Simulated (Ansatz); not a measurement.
Relaxation of BFH5N (8 atoms, charge 0, multiplicity 1), to a largest force component of 0.03 eV/Å in at most 50 steps.

Level of theory: RKS BLYP-D4/def2-SVP in Ansatz 0.2.0.

```xyz
8
Properties=species:S:1:pos:R:3
B -0.041 0.394 -0.515
N -0.012 0.033 2.197
H -0.789 -0.288 2.788
H 0.838 0.003 2.773
H 1.077 -0.011 -0.762
H -1.063 -0.214 -0.764
F -0.165 1.649 -0.076
H -0.190 1.034 1.962
```

Question: Where does it end, and by what steps?

Answer: It converged. The force dipped under the threshold on the way, but the program's further checks kept it going. After 14 steps the energy has fallen by 0.745 eV; H3 moved furthest, 0.95 Å. Joined: B1–N2 (2.74 → 1.70 Å).

```csv
step,energy less start (eV),largest force component (eV/Å),accepted
0,0.0000,0.568,yes
1,-0.0635,1.186,yes
2,-0.3301,0.882,yes
3,-0.5884,0.812,yes
4,-0.5012,3.198,no
5,-0.6671,0.485,yes
6,-0.6897,0.149,yes
7,-0.7008,0.088,yes
8,-0.6837,0.854,no
9,-0.7133,0.046,yes
10,-0.7210,0.319,yes
11,-0.7297,0.333,yes
12,-0.7434,0.023,yes
13,-0.7448,0.044,yes
14,-0.7448,0.024,yes
```

```xyz
8
Properties=species:S:1:pos:R:3
B -0.048 0.356 0.072
N -0.051 0.253 1.767
H -0.297 -0.698 2.081
H 0.877 0.487 2.153
H 0.811 -0.470 -0.251
H -1.211 0.069 -0.226
F 0.305 1.690 -0.166
H -0.733 0.911 2.176
```

Whether the end is a true minimum wasn't checked by a vibrational analysis.

Run time: 28 s on 1 thread of Arm Neoverse V1, on a shared host, peak memory 0.13 GiB.
